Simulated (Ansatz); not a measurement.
System: wurtzite MgTe. Method: PBE0 (Ansatz, a program for electronic structure, PAW).

Total energies, extrapolated to zero smearing (they compare only within this program, potentials and cutoff):

| system | energy (eV/atom) |
|---|---|
| wurtzite MgTe, relaxed | -4454.8994 |
| hcp Mg | -1924.2119 |
| trigonal Te | -6983.4725 |

Question: Work out the formation enthalpy per atom.

Answer: ΔH_f ≈ ΔE = -4454.8994 − [1 × (-1924.2119) + 1 × (-6983.4725)]/2 = -1.057 eV/atom (0 K, no vibrations). The reference value is -1.08 eV/atom (measured, 298 K, not corrected to a static lattice; as tabulated in Zhang et al. (2018), doi:10.1038/s41524-018-0065-z), a difference of +0.023 eV/atom.

Spin–orbit coupling is left out; its size isn't shown.

The PAW data were made under PBE.
